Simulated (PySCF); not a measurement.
H2O3P (charge -1).
Z-matrix (Å and degrees, PBE0-D3(BJ)/def2-SVP geometry), rows numbered from 1:
```
O 
P   1  1.4991
O   2  1.5098  1  124.43
O   2  1.6825  1  109.28  3  -124.23
H   2  1.4478  1  108.08  3   129.76
H   4  0.9647  2  101.07  1   135.82
```

All values: PBE0/pcSseg-1 (PySCF, non-relativistic), on one gas-phase PBE0-D3(BJ)/def2-SVP geometry that isn't relaxed in the solvent. The solvent is an IEF-PCM continuum (cavity from Bondi-type radii × 1.2). Only the electrostatic response of the medium enters.

Gas phase at PBE0/pcSseg-1: HOMO -1.95 eV, LUMO 6.45 eV.

What does the continuum do to the energy and the frontier levels at PBE0/pcSseg-1 in chloroform and dichloromethane?

```json
{"solvent": "chloroform", "ε": "4.711", "E(solvent) − E(gas) (kJ/mol)": "-216.59", "polarisation term (kJ/mol)": "-219.70", "distortion of the solute (kJ/mol)": "3.11", "HOMO (eV)": "-6.10", "LUMO (eV)": "3.23"}
{"solvent": "dichloromethane", "ε": "8.93", "E(solvent) − E(gas) (kJ/mol)": "-245.80", "polarisation term (kJ/mol)": "-250.21", "distortion of the solute (kJ/mol)": "4.41", "HOMO (eV)": "-6.63", "LUMO (eV)": "2.85"}
```

Polarisation term: ½ Σ q·V over the induced surface charges. Distortion: the rise of the solute's own energy as its density leaves the gas-phase optimum. From chloroform to dichloromethane the lowering changes by a factor 1.13, Born's factor 1 − 1/ε by 1.13 and ε itself by 1.9.

Which radius a makes Born's formula ΔE = −(q²/2a)(1 − 1/ε) give the value in dichloromethane?

a = q²(1 − 1/ε)/(2|ΔE|) = 2.51 Å, with q = -1 e and |ΔE| = 0.0936 Eh; the farthest nucleus lies 1.80 Å from the centroid of the nuclei. The formula assumes a point charge at the centre of a sphere.

Which Hirshfeld charges (PBE0/pcSseg-1) respond most in chloroform (means over atoms taken as equivalent)?

| atoms | environment | gas (e) | solvent (e) | change |
| --- | --- | --- | --- | --- |
| H5 | P–H hydrogen | -0.086 | -0.065 | +0.021 |
| O1/O3 | oxygen bonded to P | -0.513 | -0.532 | -0.019 |
| H6 | hydroxyl hydrogen | +0.127 | +0.144 | +0.017 |
| O4 | hydroxyl oxygen | -0.338 | -0.336 | +0.002 |
| P2 | phosphoryl phosphorus | +0.322 | +0.321 | -0.001 |

Which Mayer bond orders change most in chloroform?

```json
{"bond": "O1–P2", "length (Å)": "1.499", "gas": "1.756", "solvent": "1.721", "change": "-0.035"}
{"bond": "P2–H5", "length (Å)": "1.448", "gas": "0.824", "solvent": "0.856", "change": "+0.032"}
{"bond": "P2–O4", "length (Å)": "1.682", "gas": "0.868", "solvent": "0.887", "change": "+0.019"}
{"bond": "P2–O3", "length (Å)": "1.510", "gas": "1.656", "solvent": "1.640", "change": "-0.016"}
{"bond": "O4–H6", "length (Å)": "0.965", "gas": "0.954", "solvent": "0.941", "change": "-0.013"}
```

How do the nuclear quadrupole coupling constants eQVzz/h respond in chloroform?

```csv
nucleus,Q (barn),gas (MHz),solvent (MHz),η gas,η solvent
17O at O1,-0.0256,-4.98,-4.92,0.16,0.17
17O at O3,-0.0256,-5.14,-5.15,0.15,0.11
17O at O4,-0.0256,-9.11,-8.65,0.90,0.96
```
